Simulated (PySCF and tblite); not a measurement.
The numbers below are computed, except where a source is named.
C4H8O, numbered as in [CH2:1]=[C:2]([CH3:3])[CH2:4][OH:5]. Geometries GFN2-xTB; weights from CAM-B3LYP-D3(BJ)/def2-TZVP (IEF-PCM, chloroform) energies and GFN2-xTB thermal corrections, with symmetry numbers and mirror pairs. Conformers within 2.5 kcal/mol (GFN2-xTB free energy) were kept, 6 at most. GIAO shieldings: B97-2/pcSseg-1 (IEF-PCM, chloroform). Shifts are against TMS (¹H), TMS (¹³C) at the same level. Programs: PySCF with density fitting and tblite.

Torsions listed: C3–C2–C4–O5, C2–C4–O5–H5. Of a mirror pair one member is shown.

```csv
conformer,shape,point group,mirror pair,ΔE(DFT),Δ(G−E) at 250 K,δ C1 (ppm)
1,"-172°, 55°",C1,yes,0.00,0.00,108.6
2,"-63°, -58°",C1,yes,0.34,0.08,116.0
3,"180°, 180°",Cs,no,0.70,-0.26,109.8
4,"56°, 178°",C1,yes,1.23,-0.11,115.3
```

Energies in kcal/mol; the thermal term leaves out symmetry numbers and mirror images.

**Question.** Work out the weights at 250 K and the ¹³C shift of C1 under fast exchange.

**Answer.** RT = 0.497 kcal/mol. Each conformer gets RT ln(σ/g), with σ the rotational symmetry number and g = 2 for a mirror pair: 1: σ = 1, g = 2, G = 0.00 + 0.00 − 0.34 = -0.34, 0.00 above the lowest, exp(−ΔG/RT) = 1.000; 2: σ = 1, g = 2, G = 0.34 + 0.08 − 0.34 = 0.07, 0.42 above the lowest, exp(−ΔG/RT) = 0.433; 3: σ = 1, g = 1, G = 0.70 − 0.26 + 0.00 = 0.45, 0.79 above the lowest, exp(−ΔG/RT) = 0.203; 4: σ = 1, g = 2, G = 1.23 − 0.11 − 0.34 = 0.77, 1.12 above the lowest, exp(−ΔG/RT) = 0.105. The sum is 1.741, so the weights are 57.4, 24.9, 11.6, 6.1 %. The averaged shift is 111.0 ppm. At 298.15 K it is 111.3 ppm. At 298.15 K the leading conformer alone gives 108.6 ppm and bare DFT energies give 111.3 ppm.

The minima are those of GFN2-xTB; planar forms about aryl–S or allylic bonds may be saddles in DFT.
